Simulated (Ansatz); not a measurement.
Worked example: correlation energy of N–CH2, quartet

Geometry: that of the N–CH2, doublet, kept fixed. The doublet lies 5.4 eV lower here.

```xyz
4

N     0.0000    0.0000    0.6600
C     0.0000    0.0000   -0.5768
H     0.0000   -0.9374   -1.1497
H     0.0000    0.9373   -1.1497
```

Basis cc-pVDZ; Ansatz 0.2.0. Only valence electrons are correlated (noble-gas cores frozen), which leaves 11 electrons in 36 orbitals. R marks a restricted (for open shells ROHF) determinant, U an unrestricted one.

Full CI isn't at hand for all of this; UCCSDT(Q) serves as the reference, and is uncertain by the last step of the cluster series or more.

UCCSD has a T1 diagnostic of 0.013 and a largest doubles amplitude of 0.04.

Runs differ by some tens of microhartree through their thresholds and, for an open shell, their frozen cores, so steps under 0.03 kcal/mol mean nothing.

```json
{"level": "UHF", "total energy (hartree)": "-93.290966"}
{"level": "UMP2", "total energy (hartree)": "-93.495913"}
{"level": "UCCSD", "total energy (hartree)": "-93.529464"}
{"level": "UCCSD(T)", "total energy (hartree)": "-93.534054"}
{"level": "UCCSDT", "total energy (hartree)": "-93.534732"}
{"level": "UCCSDT(Q)", "total energy (hartree)": "-93.534973"}
```

Q: What is the correlation energy at UCCSDT(Q), and what share of it do UMP2 and UCCSD(T) recover?

A: E(corr) = -93.534973 − (-93.290966) = -0.244007 hartree = -6.640 eV. UMP2: -0.204947 / -0.244007 = 83.99 %. UCCSD(T): -0.243088 / -0.244007 = 99.62 %.

Q: By how many kcal/mol does UCCSD(T) miss UCCSDT(Q) (1 hartree = 627.509 kcal/mol), and which steps make up the rest?

A: -93.534054 − (-93.534973) = 0.000919 hartree = 0.58 kcal/mol. Steps: UCCSDT − UCCSD(T) = -0.43, UCCSDT(Q) − UCCSDT = -0.15 kcal/mol. That is within 1 kcal/mol of the reference in this basis, which itself misses far more of the correlation at the basis-set limit.
